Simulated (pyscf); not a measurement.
Single points on ωB97X-D3(BJ)/def2-SVP structures (PySCF, gas phase).

**Question.** Estimate by transition-state theory the rate constant of H₃C–GaH–CH₃ + ammonia (NH₃) -> methane (CH₄) + H₃C–GaH–NH₂ (singlet surface; C–Ga, H–N broken, C–H, Ga–N formed) at 900 K, with ωB97M-D3(BJ)/def2-TZVP energies (ideal gas, 1 atm, RRHO with modes under 100 cm⁻¹ raised to 100, one conformer, R ln 2 for chiral ones without a mode under 150 cm⁻¹; no tunnelling).

**Answer.** The electronic barrier is 17.2 kcal/mol and the thermal terms add +31.2, so ΔG‡ = 48.4 kcal/mol. With k_BT/h = 1.88e+13 s⁻¹ and RT = 1.788 kcal/mol, and a volume of 1.23e-19 cm³ per molecule at 1 atm, k = 4.0e-18 cm³ molecule⁻¹ s⁻¹. Wigner's tunnelling factor for 1579i cm⁻¹ would be 1.27. A shift of 1 kcal/mol in the barrier changes k by a factor 1.7. On the reactant side the descent ends in an adduct with a Ga–N contact, 21.7 kcal/mol under the separated species and 37.6 kcal/mol under the saddle at ωB97X-D3(BJ)/def2-TZVP. What is counted as formed (Ga–N) is already present as a longer contact in the reactant adduct; forming that adduct is a step of its own. This is the saddle that the search found; another between the same sides may lie lower. Elements up to Kr have no core potential and no relativistic terms here.
